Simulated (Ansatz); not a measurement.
**CH₅ (doublet): from Hartree-Fock to the top rungs at distance C1–H5 along a hydrogen transfer = 1.289 Å, cc-pVTZ**

Aim: climb from Hartree-Fock through coupled cluster and multireference methods for CH₅ (doublet) at one geometry and basis, and see what each rung misses.

Program: Ansatz 0.2.0, Gaussian basis. Level of theory: cc-pVTZ, core rule «outside noble gas», up to 1 orbitals frozen. These are calculated values, not measurements.

Plan: UHF; CCSD(T) on ROHF; CCSD(T) on UHF; BCCD(T) on ROHF; CISD; CCSDT(Q) on ROHF; CCSDT(Q) on UHF; CASSCF and NEVPT2, 3 electrons in 3 orbitals; CASSCF and NEVPT2, 9 electrons in 9 orbitals.

### 1 The system

The geometry derives from fragments relaxed apart (PBE0/def2-TZVP) and kept rigid, so it is no stationary point. A hydrogen atom is moved between rigid fragments.

6 atoms, charge 0, spin multiplicity 2.

Atoms are counted from 1 here; the program's logs count them from 0.

Bond lengths: C1–H2 1.090 Å, C1–H3 1.090 Å, C1–H4 1.090 Å, C1–H5 1.289 Å, H5–H6 0.825 Å. Angles: H2–C1–H3 109.5°, H2–C1–H4 109.5°, H2–C1–H5 109.5°, H3–C1–H4 109.5°, H3–C1–H5 109.5°, H4–C1–H5 109.5°, C1–H5–H6 180.0°.

### 2 UHF

in.yaml reads:

```yaml
crystal:
  periodic: [false, false, false]
  atoms:
    - {symbol: C, position_ang: [-0.136756, 0.000000, 0.000000]}
    - {symbol: H, position_ang: [-0.499962, 1.027301, 0.000000]}
    - {symbol: H, position_ang: [-0.499962, -0.513650, 0.889668]}
    - {symbol: H, position_ang: [-0.499962, -0.513650, -0.889669]}
    - {symbol: H, position_ang: [1.152244, 0.000000, 0.000000]}
    - {symbol: H, position_ang: [1.977244, 0.000000, 0.000000]}
basis:
  gaussian: {orbitals: cc-pVTZ}
magnetization: {spin_polarized: true, initial_magnetization: 1}
hamiltonian: {xc: hf}
output: {orbitals: {seedname: orbitals}}
```

Started as:

```
$ ansatz run in.yaml --threads 1 --pin off --events-out ev --progress --plain --max-ram 4096MiB --backend cpu
```

After this run come: CCSD(T) on ROHF; CCSD(T) on UHF; BCCD(T) on ROHF; CISD; CCSDT(Q) on ROHF; CCSDT(Q) on UHF; CASSCF and NEVPT2, 3 electrons in 3 orbitals; CASSCF and NEVPT2, 9 electrons in 9 orbitals.

**Question.** What will the summary of the whole plan be? Wanted: UCCSDT(Q) below the RHF energy; RMP2 from UCCSDT(Q); UMP2 from UCCSDT(Q); RCCSD from UCCSDT(Q); RCCSD(T) from UCCSDT(Q); UCCSD(T) from UCCSDT(Q); RCCSDT(Q) from UCCSDT(Q); NEVPT2 valence from UCCSDT(Q); T1 diagnostic.

**Answer**, as computed:

| quantity | value |
| --- | --- |
| UCCSDT(Q) below the RHF energy | -6.7996 eV |
| RMP2 from UCCSDT(Q) | +81.3 kJ/mol |
| UMP2 from UCCSDT(Q) | +87.8 kJ/mol |
| RCCSD from UCCSDT(Q) | +20.6 kJ/mol |
| RCCSD(T) from UCCSDT(Q) | +1.9 kJ/mol |
| UCCSD(T) from UCCSDT(Q) | +2.0 kJ/mol |
| RCCSDT(Q) from UCCSDT(Q) | +0.1 kJ/mol |
| NEVPT2 valence from UCCSDT(Q) | +94.0 kJ/mol |
| levels within 1 kcal/mol (43 meV) | RCCSD(T), UCCSD(T), BCCD(T), RCCSDT, UCCSDT, RCCSDT(Q) |
| T1 diagnostic | 0.019 |
| effectively unpaired electrons | 1.01 |

RCCSD(T) lands +1.9 kJ/mol from the yardstick (0.3 % of the correlation energy). One determinant dominates. These misses are within one basis, not against nature; the frozen cores of restricted and unrestricted runs differ, which can shift their rows.
